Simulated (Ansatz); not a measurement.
# Relative stability

The two ends of one reaction step of BNH5Cl, singlet (PBE0-D4/def2-TZVP).

A:

```
8
angstrom
B -0.5289 -0.4887 -0.3721
Cl 0.2224 -0.3919 -2.0659
H -1.6254 0.0081 -0.3347
H -0.4471 -1.5953 0.0963
H 0.4375 1.4046 0.1530
N 0.4325 0.4598 0.5280
H 1.3874 0.1123 0.5004
H 0.1215 0.4911 1.4951
```

B:

```xyz
8
angstrom
B -0.7058 -0.8214 0.4672
Cl 0.9354 1.2424 -2.4267
H -1.8636 -0.5329 0.4076
H -0.3108 -1.9347 0.2883
H 0.5627 0.7335 -1.2972
N 0.2229 0.1851 0.7269
H 1.2032 0.0009 0.8692
H -0.0441 1.1270 0.9649
```

Computed with Ansatz 0.2.0 (basis: def2-TZVPP); correlated methods freeze the cores. B3LYP uses VWN-RPA correlation.

**Question.** Which structure is lower at CCSD(T), and by how much? (Judge from chemistry; the value comes from the calculation.)

**Answer.** Computed: A, by 60.0 kJ/mol (electronic energy, against the other). By their contacts, A is BNH₅Cl ([NH3][BH2][Cl]) and B is a complex of BNH₄ ([BH2][NH2]) + HCl.

All methods give the same order:

| method | E(B) − E(A) (kJ/mol) |
| --- | --- |
| SPW92 | 83.1 |
| PBE-D4 | 63.1 |
| BLYP-D4 | 43.3 |
| r2SCAN-D4 | 65.6 |
| B97M-V | 60.6 |
| PBE0-D4 | 69.4 |
| B3LYP-D4 | 50.0 |
| r2SCAN0-D4 | 70.1 |
| BHLYP-D4 | 55.8 |
| CAM-B3LYP-D4 | 53.9 |
| wB97X-V | 63.7 |
| wB97M-V | 61.4 |
| B2PLYP | 53.1 |
| PBE-QIDH | 72.7 |
| RPA on PBE | 54.1 |
| HF | 41.5 |
| MP2 | 65.9 |
| CCSD | 58.0 |
| CCSD(T) | 60.0 |

The T1 diagnostic stays at or below 0.011.

Labels in which every atom is bracketed show which atoms are joined, not bond orders.

For scale, one of the runs: CCSD(T)/def2-TZVPP, 174 basis functions, launched by `ansatz run in.yaml --threads 2 --pin off --events-out ev --progress --plain --max-ram 4352MiB`. Hardware: 2 CPU threads of an Intel Xeon 6975P-C, shared host. Wall time 12 s; peak host memory 1.7 GiB.
